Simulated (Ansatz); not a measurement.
AlMe2H (C₂H₇Al), 10 atoms. Hardware: 2 threads of Arm Neoverse V1 on a shared host.

Correlated methods freeze 7 core orbitals.

**Question.** How many basis functions does each of these Ansatz runs have, and roughly what does it cost? r2SCAN-D4/def2-TZVP, charge 0 singlet, relaxation, 5 steps; PBE-D4/def2-TZVP, charge 0 singlet, energy and forces, from earlier orbitals; PBE0-D4/def2-TZVP, charge 0 singlet, energy, from earlier orbitals; r2SCAN-D4/def2-TZVP, charge 0 singlet, energy, from earlier orbitals; BLYP-D4/def2-TZVP, charge 0 singlet, energy, from earlier orbitals; B97M-V/def2-TZVP, charge 0 singlet, energy, from earlier orbitals; r2SCANh-D4/def2-TZVP, charge 0 singlet, energy, from earlier orbitals; MP2/def2-TZVP, charge 0 singlet, energy, from earlier orbitals; PBE0-D4/def2-SVP, charge 0 singlet, energy, from earlier orbitals; PBE-D4/def2-SVP, charge 0 singlet, energy, from earlier orbitals; CCSD(T)/def2-TZVPP, charge 0 singlet, energy, from earlier orbitals; PBE0-D4/def2-SVP, charge 0 singlet, energy with a search over starts.

**Answer.** Other jobs shared the machine, so times can vary by a factor of up to 3. A dash marks memory too small to be measured apart from the calling script's.

| run | functions | fitting or Cholesky vectors | wall time | peak host memory (GiB) |
| --- | --- | --- | --- | --- |
| PBE-D4/def2-SVP, charge 0 singlet, energy, from earlier orbitals | 81 | 915 | 0.85 s | – |
| PBE0-D4/def2-SVP, charge 0 singlet, energy, from earlier orbitals | 81 | 948 | 0.9 s | – |
| MP2/def2-TZVP, charge 0 singlet, energy, from earlier orbitals | 141 | 963 | 1.1 s | – |
| BLYP-D4/def2-TZVP, charge 0 singlet, energy, from earlier orbitals | 141 | 927 | 1.4 s | – |
| PBE0-D4/def2-SVP, charge 0 singlet, energy with a search over starts | 81 | 948 | 1.4 s | – |
| PBE0-D4/def2-TZVP, charge 0 singlet, energy, from earlier orbitals | 141 | 947 | 1.6 s | – |
| PBE-D4/def2-TZVP, charge 0 singlet, energy and forces, from earlier orbitals | 141 | 927 | 1.8 s | – |
| r2SCAN-D4/def2-TZVP, charge 0 singlet, energy, from earlier orbitals | 141 | 927 | 2.8 s | – |
| r2SCANh-D4/def2-TZVP, charge 0 singlet, energy, from earlier orbitals | 141 | 927 | 3.2 s | – |
| B97M-V/def2-TZVP, charge 0 singlet, energy, from earlier orbitals | 141 | 927 | 6.5 s | – |
| r2SCAN-D4/def2-TZVP, charge 0 singlet, relaxation, 5 steps | 141 | 927 | 11 s | – |
| CCSD(T)/def2-TZVPP, charge 0 singlet, energy, from earlier orbitals | 202 | 1147 | 44 s | 2.4 |
